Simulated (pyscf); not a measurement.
Structures and frequencies: ωB97X-D3(BJ)/def2-SVP in PySCF.

Q: For the elementary gas-phase step CH₃• (SMILES [CH3]) + HBr (SMILES Br) → H₃C–Br (SMILES CBr) + H• (SMILES [H]) (doublet surface; Br–H broken, Br–C formed), what barrier and reaction energy does ωB97X-D3(BJ)/def2-TZVP give, measured from the separated reactants?

A: ΔE‡ = 91.8 kJ/mol, ΔE = +59.1 kJ/mol. CCSD(T)/def2-TZVPP + ΔMP2(QZVPP) gives 97.5 kJ/mol and +72.5 kJ/mol. Zero-point energy shifts the barrier by +3.6 kJ/mol. It is an atom transfer, with an imaginary mode of 833i cm⁻¹. One saddle was located; it need not be the lowest between these sides. The angle at the transferred Br is 165°. The CCSD(T) − MP2 part came from Ansatz, without density fitting, on the same reference. The frozen core leaves the outer d or s,p core shells of the metals and heavy elements correlated in the MP2 and CC values, and def2-TZVPP describes them poorly, which can shift differences by a few kcal/mol. Elements up to Kr have no core potential and no relativistic terms here.
